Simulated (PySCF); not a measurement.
The numbers are results of B3LYP-D3(BJ)/def2-TZVP (PySCF), not measurements. Gas-phase values, no solvent. B3LYP has the VWN-RPA correlation part, as in Gaussian. Excitations are Tamm–Dancoff values on a coarser integration grid. The basis has no diffuse functions, so Rydberg states are missing or too high.

Reference species (SMILES): `C=O` (neutral, multiplicity 1).

```yaml
S1–T1 gap (TDA): 0.69 eV
brightest of the four lowest singlets (TDA): 7.94 eV
LUMO: -1.59 eV
```

Changed species: `[SiH3]C=O` (X = silyl; the reference has X = H).

What does the change do to the S1–T1 gap (TDA), brightest of the four lowest singlets (TDA) and LUMO?

the S1–T1 gap (TDA) increases by 0.04 eV, to 0.73 eV; the brightest of the four lowest singlets (TDA) decreases by 1.73 eV, to 6.21 eV; the LUMO decreases by 0.32 eV, to -1.91 eV.
